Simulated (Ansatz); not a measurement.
**CHSi (quartet): from Hartree-Fock to the top rungs at distance Si1–H3 = 1.855 Å, 6-31G**

How much of the correlation energy of CHSi (quartet) does each wave-function method recover here?

The runs use Ansatz 0.2.0, Gaussian basis; 6-31G, core rule «outside noble gas», up to 6 orbitals frozen.

Plan: UHF; CCSD(T) on ROHF; CCSD(T) on UHF; BCCD(T) on ROHF; CISD; CCSDT(Q) on ROHF; CCSDT(Q) on UHF; CCSDTQ on ROHF; CASSCF and MRCISD+Q, 5 electrons in 5 orbitals; CASSCF and NEVPT2, 5 electrons in 5 orbitals; CASSCF and MRCISD+Q, 9 electrons in 9 orbitals; CASSCF and NEVPT4(SD), 9 electrons in 9 orbitals; CASSCF and NEVPT2, 9 electrons in 9 orbitals; Full CI.

14 further runs of the same task are left out: 2 for a mislabelled method, 7 that didn't finish, 5 set aside as unsound or not needed.

**1. The system**

The geometry derives from a PBE0/def2-TZVP stationary point (not a proven minimum). One bond is set to the value named and the two fragments are kept rigid.

3 atoms, charge 0, spin multiplicity 4.

Atoms are counted from 1 here; the program's logs count them from 0.

Bond lengths: Si1–C2 1.840 Å.

**2. UHF**

in.yaml reads:

```yaml
crystal:
  periodic: [false, false, false]
  atoms:
    - {symbol: Si, position_ang: [0.000000, -0.090938, 0.525472]}
    - {symbol: C, position_ang: [0.000000, 0.068515, -1.307513]}
    - {symbol: H, position_ang: [0.000000, 1.717480, 0.938569]}
basis:
  gaussian: {orbitals: 6-31G}
magnetization: {spin_polarized: true, initial_magnetization: 3}
hamiltonian: {xc: hf}
output: {orbitals: {seedname: orbitals}}
```

On the command line:

```bash
$ ansatz run in.yaml --threads 1 --pin off --events-out ev --progress --plain --max-ram 2393MiB
```

Further steps of the session: CCSD(T) on ROHF; CCSD(T) on UHF; BCCD(T) on ROHF; CISD; CCSDT(Q) on ROHF; CCSDT(Q) on UHF; CCSDTQ on ROHF; CASSCF and MRCISD+Q, 5 electrons in 5 orbitals; CASSCF and NEVPT2, 5 electrons in 5 orbitals; CASSCF and MRCISD+Q, 9 electrons in 9 orbitals; CASSCF and NEVPT4(SD), 9 electrons in 9 orbitals; CASSCF and NEVPT2, 9 electrons in 9 orbitals; Full CI.

**Question.** What will the summary of the whole plan be? Wanted: FCI below the RHF energy; RMP2 from FCI; UMP2 from FCI; RCCSD from FCI; RCCSD(T) from FCI; UCCSD(T) from FCI; RCCSDT(Q) from FCI; UCCSDT(Q) from FCI; NEVPT2 pair from FCI.

As calculated:

| quantity | value |
| --- | --- |
| FCI below the RHF energy | -3.1237 eV |
| RMP2 from FCI | +1055.3 meV |
| UMP2 from FCI | +1022.4 meV |
| RCCSD from FCI | +134.2 meV |
| RCCSD(T) from FCI | +47.8 meV |
| UCCSD(T) from FCI | +48.5 meV |
| RCCSDT(Q) from FCI | +2.3 meV |
| UCCSDT(Q) from FCI | +1.5 meV |
| NEVPT2 pair from FCI | +862.2 meV |
| MRCISD+Q pair from FCI | +73.6 meV |
| NEVPT2 valence from FCI | +304.3 meV |
| levels within 1 kcal/mol (43 meV) | RCCSDT, UCCSDT, RCCSDT(Q), UCCSDT(Q), RCCSDTQ, MRCISD valence, MRCISD+Q valence |
| T1 diagnostic | 0.055 |
| effectively unpaired electrons | 3.09 |

RCCSD(T) misses by +47.8 meV, 1.5 % of the correlation energy. The occupations are near whole numbers, but T1 = 0.055 shows that the orbitals relax strongly. Of the multireference levels listed MRCISD+Q valence comes nearest in total energy (+12.7 meV), which doesn't show that its space is the better one. These misses are within one basis, not against nature; the frozen cores of restricted and unrestricted runs differ, which can shift their rows.
